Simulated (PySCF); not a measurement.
# SiS: bond curves at several levels of theory

The task here is to estimate one member of a computed series from the others.

Method: Si 6-31G(d,p), S 6-31G(d,p), no relativity; program: PySCF 2.14.0.

The first run:

A driver script around PySCF takes these settings:

```json
{"atoms": "Si, S", "charge": "0", "basis": "Si 6-31G(d,p), S 6-31G(d,p)", "Hamiltonian": "no relativity", "basis functions": "36", "electrons treated": "30", "masses in u": "27.9769, 31.9721", "levels": "PBE0, PBE, r²SCAN, BHandHLYP, LDA, M06, CAM-B3LYP, HF, MP2, SCS-MP2, CCSD, CCSD(T)", "grid": "80 radial by 434 angular points", "occupations": "held fixed by the projection of orbital angular momentum", "dissociation limit": "Si + S, each in its ground configuration", "starting distance in angstrom": "2.100", "values of 2S to try": "0, 2, 4"}
```

On the command line:

```console
$ OMP_NUM_THREADS=1 python dia.py task.json out
```

Steps of the session up to this table: Set-up; The PBE0 curve of the state that the search chose; Higher solutions at PBE0; PBE (GGA); r²SCAN; BHandHLYP (global hybrid GGA); LDA (local density); M06; CAM-B3LYP (range-separated hybrid); RHF (mean field); MP2 and coupled cluster.

One table of the session follows, with a row left open; its other results are not shown here.

Energy (eV) from each level's lowest point:

| R (Å) | RHF | RHF-MP2 | RHF-SCS-MP2 | RHF-CCSD | RHF-CCSD(T) |
| --- | --- | --- | --- | --- | --- |
| 1.674 | 1.555 | 1.780 | 1.778 | n/a | n/a |
| 1.751 | 0.627 | 0.794 | 0.792 | 0.768 | 0.829 |
| 1.829 | 0.145 | 0.250 | 0.248 | 0.231 | 0.271 |
| 1.888 | 0.001 | 0.055 | 0.054 | 0.045 | 0.067 |
| 1.946 | 0.000 | 0.000 | 0.000 | 0.000 | 0.000 |
| 2.004 | 0.109 | 0.051 | 0.053 | 0.063 | 0.040 |
| 2.082 | ? | ? | ? | ? | ? |
| 2.179 | 0.864 | 0.615 | 0.622 | 0.671 | 0.560 |
| 2.296 | 1.564 | 1.180 | 1.190 | 1.266 | 1.082 |
| 2.452 | 2.578 | 2.037 | 2.050 | n/a | n/a |

Estimate the missing values for R (Å) = 2.082.

Worked estimate for «RHF». A straight line through the neighbours (2.004, 0.109) and (2.179, 0.864) gives 0.109 + (0.864 − 0.109) × (2.082 − 2.004) / (2.179 − 2.004) = 0.446; a parabola fitted to 4 rows on both sides gives 0.399.

As computed: RHF: 0.382; RHF-MP2: 0.242; RHF-SCS-MP2: 0.246; RHF-CCSD: 0.272; RHF-CCSD(T): 0.213. In «RHF» the line misses by +0.064 and the parabola by +0.017.

Lowest PBE0 solution found, without spin–orbit coupling: ¹Σ⁺ (singlet), closed shell. State 2 has its PBE0 minimum 2.87 eV higher. State 3 has its PBE0 minimum 5.34 eV higher. The other levels ran on the lowest alone.

Caveats from the session: Warnings in the runs' records: inverted.
